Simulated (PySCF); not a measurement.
A GIAO shielding run with PySCF 2.14 (density fitting, non-relativistic, gas phase) on `OCC1CC1`, C$_{4}$H$_{8}$O:

```
$ OMP_NUM_THREADS=1 python probes_run.py task.json out

{"job": {"kind": "nmr", "xc": "B97-2", "basis": "pcSseg-2", "pop": false}, "charge": 0, "multiplicity": 1}
O      2.023157     1.016221     0.423719
C      0.672347     1.148480     0.034133
C      0.107483    -0.113840    -0.540264
C     -0.397849    -1.174233     0.395557
C     -1.359772    -0.382027    -0.435553
H      2.090381     0.225758     0.966802
H      0.046345     1.469548     0.881086
H      0.654108     1.951820    -0.706878
H      0.603282    -0.464023    -1.439828
H     -0.368939    -0.966014     1.459684
H     -0.229692    -2.212054     0.137497
H     -1.970020     0.356213     0.071443
H     -1.851089    -0.875800    -1.263890
```

Hardware: 1 thread of an Arm Neoverse V1, shared host. The job also computes ring-centre shieldings.

Problem. How large is the calculation?

Solution. 40 electrons, 292 basis functions and 749 auxiliary functions.

Problem. How long does it take, and how much memory does it need?

Solution. 30 s of wall time, with 12 SCF cycles and 4 response iterations; peak memory 1.1 GiB. Times on a shared host scatter by some tens of per cent.

Problem. And these other runs on the same molecule and hardware: GIAO shielding at KT3/pcSseg-2; GIAO shielding at PBE0/pcSseg-2; GIAO shielding at wB97X-D/pcSseg-2?

Solution. KT3/pcSseg-2: 292 functions, 47 s; PBE0/pcSseg-2: 292 functions, 32 s; wB97X-D/pcSseg-2: 292 functions, 40 s.
